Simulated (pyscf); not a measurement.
PySCF, gas phase, ωB97X-D3(BJ)/def2-SVP geometries. MP2 and CC: frozen core, UHF for open shells. ΔMP2 is the change of the MP2 total energy from the triple- to the quadruple-zeta basis.

### Question
PBE/def2-TZVP puts the barrier of `[OH][BH][OH]` + `[ClH]` → `[OH2]` + `[OH][BH][Cl]` (four-centre exchange; singlet surface; B–O, Cl–H broken, H–O, B–Cl formed) at 17.2 kcal/mol and the reaction energy at +9.5 kcal/mol, from the separated reactants. What do r²SCAN/def2-TZVP, B3LYP-D3(BJ)/def2-TZVP, CCSD(T)/def2-TZVPP + ΔMP2(QZVPP) give on the same structures?

### Answer
r²SCAN: ΔE‡ = 17.8 kcal/mol, ΔE = +10.3 kcal/mol; B3LYP-D3(BJ): ΔE‡ = 21.3 kcal/mol, ΔE = +10.8 kcal/mol; CCSD(T): ΔE‡ = 23.3 kcal/mol, ΔE = +9.5 kcal/mol. PBE's barrier lies under all of them, by 0.6 to 6.2 kcal/mol. Its reaction energy matches one of them and lies within 1.2 kcal/mol of the others. On the reactant side the descent ends in a complex, 5.9 kcal/mol under the separated species and 27.2 kcal/mol under the saddle at ωB97X-D3(BJ)/def2-TZVP. At ωB97X-D3(BJ) the barrier from the zero used here is 21.3 kcal/mol. This is the saddle that the search found; another between the same sides may lie lower. The CCSD(T) − MP2 part came from Ansatz, without density fitting, on the same reference.
